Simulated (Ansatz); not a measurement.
**Which is lower?**

Two relaxed structures of AlSiH4O, doublet (PBE0-D4/def2-TZVP; forces vanish, vibrations not checked).

A:

```xyz
7
angstrom
O -1.6283 -0.8749 -0.7126
Al 1.1824 0.0947 1.2031
Si -0.3481 0.1551 -0.5844
H -2.1991 -0.7756 -1.4766
H -0.3458 1.0808 -1.7552
H 2.3342 1.1790 1.1174
H 1.0133 -0.9695 2.3614
```

B:

```json
{"atom": "O1", "x (Å)": "-1.6314", "y (Å)": "-0.8925", "z (Å)": "-0.6919"}
{"atom": "Al2", "x (Å)": "-0.3645", "y (Å)": "0.2368", "z (Å)": "-0.7083"}
{"atom": "Si3", "x (Å)": "1.1595", "y (Å)": "0.0986", "z (Å)": "1.1072"}
{"atom": "H4", "x (Å)": "-2.3006", "y (Å)": "-0.9404", "z (Å)": "-1.3726"}
{"atom": "H5", "x (Å)": "-0.2157", "y (Å)": "1.2945", "z (Å)": "-1.8784"}
{"atom": "H6", "x (Å)": "2.2968", "y (Å)": "1.0372", "z (Å)": "1.2868"}
{"atom": "H7", "x (Å)": "1.0559", "y (Å)": "-0.8342", "z (Å)": "2.2572"}
```

Program: Ansatz 0.2.0. Basis: def2-TZVPP. Cores are frozen in the correlated methods; orbitals are unrestricted. B3LYP uses VWN-RPA correlation.

Which structure is lower at CCSD(T), and by how much? (An estimate is asked for; the value comes from the calculation.)

The calculation gives: B, by 0.674 eV (electronic energy, against the other). By their contacts, A is AlSiH₄O ([OH][SiH][AlH2]) and B is AlSiH₄O ([OH][AlH][SiH2]).

All methods give the same order:

```json
{"method": "PBE-D4", "E(B) − E(A) (eV)": "-0.557"}
{"method": "r2SCAN-D4", "E(B) − E(A) (eV)": "-0.634"}
{"method": "PBE0-D4", "E(B) − E(A) (eV)": "-0.592"}
{"method": "B3LYP-D4", "E(B) − E(A) (eV)": "-0.595"}
{"method": "wB97M-V", "E(B) − E(A) (eV)": "-0.602"}
{"method": "HF", "E(B) − E(A) (eV)": "-0.658"}
{"method": "MP2", "E(B) − E(A) (eV)": "-0.712"}
{"method": "CCSD", "E(B) − E(A) (eV)": "-0.680"}
{"method": "CCSD(T)", "E(B) − E(A) (eV)": "-0.674"}
```

No T1 diagnostic of these runs exceeds 0.017. ⟨S²⟩ of the unrestricted Hartree–Fock references: 0.77 (a pure state has 0.75).

Labels in which every atom is bracketed show which atoms are joined, not bond orders.

For scale, one of the runs: CCSD(T)/def2-TZVPP, 171 basis functions, launched by `ansatz run in.yaml --threads 2 --pin off --events-out ev --progress --plain --max-ram 4352MiB`. Hardware: 2 CPU threads of an Intel Xeon Platinum 8259CL, shared host. Wall time 82 s; peak host memory 3.2 GiB.
